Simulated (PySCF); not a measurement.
Below is a simulated gas-phase C 1s photoelectron spectrum of AlH2(CCH) (`[AlH2][C]#C`).

Every computed line was given a Gaussian of 0.5 eV full width at half maximum and an area set by the number of equivalent atoms; the highest printed point is 100. The calculation used delta-SCF UKS SCAN, pcX-2 on the ionised atom, pcseg-1 elsewhere, spin-free X2C in PySCF.

| binding energy (eV) | intensity |
| --- | --- |
| 289.4 | 1 |
| 289.5 | 2 |
| 289.6 | 7 |
| 289.7 | 18 |
| 289.8 | 39 |
| 289.9 | 66 |
| 290.0 | 90 |
| 290.1 | 100 |
| 290.2 | 95 |
| 290.3 | 85 |
| 290.4 | 83 |
| 290.5 | 92 |
| 290.6 | 100 |
| 290.7 | 94 |
| 290.8 | 73 |
| 290.9 | 46 |
| 291.0 | 23 |
| 291.1 | 9 |
| 291.2 | 3 |
| 291.3 | 1 |

Task: Count the maxima, the lines and the sites behind this envelope.

Result: The curve has 2 maxima (at 290.1 and 290.6 eV). Under it lie 2 lines from 2 inequivalent carbon sites.

Task: Decompose the envelope and assign each component. Bonds: Al1–C4, C4–C5. Hydrogens: H2, H3 on Al1; H6 on C5.

Result: 
| position (eV) | relative area | line | atoms | environment |
| --- | --- | --- | --- | --- |
| 290.09 | 1 | C 1s | C4 | carbon bonded to Al and C |
| 290.64 | 1 | C 1s | C5 | carbon bonded to C and H |

Task: Above which line width would these two lines show one maximum?

Result: Two equal Gaussians merge once their distance is under 2σ = FWHM/1.177. With 0.55 eV between them that is a full width over 0.65 eV.

The listed C 1s values span 0.55 eV, from C4 (bonded to C and Al) to C5 (bonded to C and H).

No satellites, vibrations or lifetime broadening are included. Spin contamination (⟨S²⟩ against 0.75 for a pure doublet) is marked for C 1s of C4 (0.87) and C 1s of C5 (0.87), which makes these values less certain. Isolated species at its PBE0-D3(BJ)/def2-SVP geometry, gas phase.
